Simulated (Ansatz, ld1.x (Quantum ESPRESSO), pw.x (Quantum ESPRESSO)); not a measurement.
## pw.x on diamond H: one setting changed

Potential: PAW, ld1.x (Quantum ESPRESSO) 7.5, PBEsol; core none, reference 1s1; waves: 1s (bound): rcut 1.20, rcutus 1.50 bohr; 1s channel at 3.1 Ry: rcut 1.20, rcutus 1.50 bohr; 2p channel at -0.1 Ry: rc 1.45 bohr; local part: the p channel; core correction: none; augmentation: PSQ, inside the norm-conserving radii.

The reference run (k-mesh 15³, cutoffs 40/320 Ry, Fermi–Dirac 0.01 Ry, mixing_beta 0.4, conv_thr 1e-9, no spin) gives 0.65 GPa at 3.355 Å³/atom, where all-electron LAPW gives -0.03 GPa. This run, with its own iteration cap, changes mixing_beta to 0.1.

```
&control
  calculation='scf', prefix='x', pseudo_dir='./', outdir='./tmp', tstress=.true., disk_io='none'
/
&system
  ibrav=0, nat=2, ntyp=1, ecutwfc=40, ecutrho=320, nbnd=8,
  occupations='smearing', smearing='fd', degauss=0.01
/
&electrons
  conv_thr=1e-09, mixing_beta=0.1, electron_maxstep=70
/
ATOMIC_SPECIES
H 1.0 H.UPF
CELL_PARAMETERS angstrom
  0.00000000 1.49703116 1.49703116
  1.49703116 0.00000000 1.49703116
  1.49703116 1.49703116 0.00000000
ATOMIC_POSITIONS crystal
H 0.0000 0.0000 0.0000
H 0.2500 0.2500 0.2500
K_POINTS automatic
15 15 15 0 0 0
```

```bash
pw.x < H.scf.in > H.scf.out
```

Task: How does the run end?

Result: It converges in 8 iterations; the free energy moves by +0.0 meV/atom and the pressure by +0.00 GPa. The result is that of the reference run.

```
Message from routine setup:
     using ibrav=0 with symmetry is DISCOURAGED, use correct ibrav instead
     lattice parameter (alat)  =       4.0008  a.u.
     unit-cell volume          =      45.2813 (a.u.)^3
     number of electrons       =         2.00
     number of Kohn-Sham states=            8
     kinetic-energy cutoff     =      40.0000  Ry
     charge density cutoff     =     320.0000  Ry
     scf convergence threshold =      1.0E-09
     Exchange-correlation= SLA  PW   PSX  PSC
     number of k points=   120  Fermi-Dirac smearing, width (Ry)=  0.0100
     iteration #  1     ecut=    40.00 Ry     beta= 0.10
     total energy              =      -2.20278492 Ry
     estimated scf accuracy    <       0.00682331 Ry
     iteration #  2     ecut=    40.00 Ry     beta= 0.10
     total energy              =      -2.20354228 Ry
     estimated scf accuracy    <       0.00548557 Ry
     iteration #  3     ecut=    40.00 Ry     beta= 0.10
     total energy              =      -2.20359622 Ry
     estimated scf accuracy    <       0.00000168 Ry
     iteration #  4     ecut=    40.00 Ry     beta= 0.10
     total energy              =      -2.20359695 Ry
     estimated scf accuracy    <       0.00000294 Ry
     iteration #  5     ecut=    40.00 Ry     beta= 0.10
     total energy              =      -2.20359711 Ry
     estimated scf accuracy    <       0.00000004 Ry
     iteration #  6     ecut=    40.00 Ry     beta= 0.10
     total energy              =      -2.20359723 Ry
     estimated scf accuracy    <          9.2E-09 Ry
     iteration #  7     ecut=    40.00 Ry     beta= 0.10
     total energy              =      -2.20359732 Ry
     estimated scf accuracy    <       0.00000002 Ry
     iteration #  8     ecut=    40.00 Ry     beta= 0.10
     the Fermi energy is     2.8089 ev
!    total energy              =      -2.20359772 Ry
     estimated scf accuracy    <          3.6E-11 Ry
     smearing contrib. (-TS)   =      -0.00034266 Ry
     The total energy is F=E-TS. E is the sum of the following terms:
     one-electron contribution =       0.92157258 Ry
     hartree contribution      =       0.14411007 Ry
     xc contribution           =      -1.37976363 Ry
     ewald contribution        =      -1.90414927 Ry
     one-center paw contrib.   =       0.01497519 Ry
     convergence has been achieved in   8 iterations
          total   stress  (Ry/bohr**3)                   (kbar)     P=        6.49
     Message from routine punch:
     Nothing written, as per user request (disk_io='none')
```

The run took about 2.2 s on one core of a shared host (Neoverse-V1, 32 threads, 247 GiB, load 12).
